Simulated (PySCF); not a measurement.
Structure problem from calculated spectra and properties.

Formula: CH2S.

* Triplet: lowest triplet excitation (Tamm–Dancoff): 1.69 eV [TDA CAM-B3LYP/aug-cc-pVTZ]
* UV, strongest line: among the 10 lowest singlet transitions: S3 at 6.33 eV (196 nm, f = 0.201) [TDDFT CAM-B3LYP/aug-cc-pVTZ]
* 13C NMR: chemical shifts (computed TMS as zero) by class: 258.6 (1 C) ppm [GIAO B97-2/pcSseg-2]
* NMR, other nuclei: isotropic shieldings of nuclei other than C and H, by class: -766 (1 S) ppm [GIAO B97-2/pcSseg-2]
* Rotational structure: rotational constants A, B, C: 294.330, 17.939, 16.908 GHz [PBE0-D3(BJ)/def2-TZVP]
* Polarisability: 34.3 au [CAM-B3LYP/aug-cc-pVTZ]
* UV, first state: lowest singlet excitation: 2.23 eV (557 nm, f = 0.000) [TDDFT CAM-B3LYP/aug-cc-pVTZ]

The electronic properties come from PySCF, for the isolated species, density fitting. Levels stand in brackets. Isolated species at its PBE0-D3(BJ)/def2-TZVP geometry, gas phase. NMR values are class means; diastereotopic atoms form classes of their own.

Question: Propose a structure and show how it fits.

Answer: Its formula, CH2S, gives 1 degree of unsaturation: 0 rings and 1 π bond in the structure found. The one carbon: thiocarbonyl carbon (258.6 ppm). The other shieldings belong to: -766 ppm, thiocarbonyl sulfur. S1 is mainly HOMO→LUMO (weight 0.99); the largest Löwdin shares of the orbital it empties are 0.69 on the thiocarbonyl sulfur and 0.25 on the thiocarbonyl carbon, of the orbital it fills 0.47 on the thiocarbonyl sulfur, 0.41 on the thiocarbonyl carbon and 0.06 on each of 2 atoms of one kind (hydrogen on carbon). The optimised geometry has point group C2v and is an asymmetric top. Structure: `C=S` (CH2S).
